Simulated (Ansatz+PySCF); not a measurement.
Results of a calculation; reference values are marked as such.
This PySCF input gave a total energy of -249.36899 hartree.

```python
from pyscf import gto, scf

mol = gto.M(atom="""
O 0.000000 0.000000 -0.891210
O 0.000000 0.000000 0.891210
H 30.000000 0.000000 -1.822010
F 30.000000 0.000000 0.202450
""", basis='6-31g', charge=0, spin=2)
mf = scf.UHF(mol)
mf.init_guess = 'minao'
mf.kernel()
while True:  # follow internal instabilities
    mo, _, stable, _ = mf.stability(return_status=True)
    if stable: break
    mf.kernel(mf.make_rdm1(mo, mf.mo_occ))
print(mf.converged, mf.e_tot, mf.spin_square()[0])
```

(1) Write an input for Ansatz with the same method and basis set.

Results:

(1)

```yaml
crystal:
  periodic: [false, false, false]
  atoms:
    - { symbol: O, position_ang: [0.0, 0.0, -0.89121] }
    - { symbol: O, position_ang: [0.0, 0.0, 0.89121] }
    - { symbol: H, position_ang: [30.0, 0.0, -1.82201] }
    - { symbol: F, position_ang: [30.0, 0.0, 0.20245] }
basis:
  gaussian: { orbitals: "6-31G" }
magnetization:
  spin_polarized: true
  initial_magnetization: 2
hamiltonian:
  xc: hf
scf:
  omitted_lower_state_checks: [starts, atomic_configurations, cluster_reference, orbital_swaps, given_window_search, neighbouring_geometries, increment]
```

Ansatz (development build ahead of 0.2.0) gave -249.36899 hartree, 0.03 meV from the first. This is not the lowest solution: another run reaches a determinant 0.66 eV lower. Caution: the unrestricted determinant is a mixture of spin states.
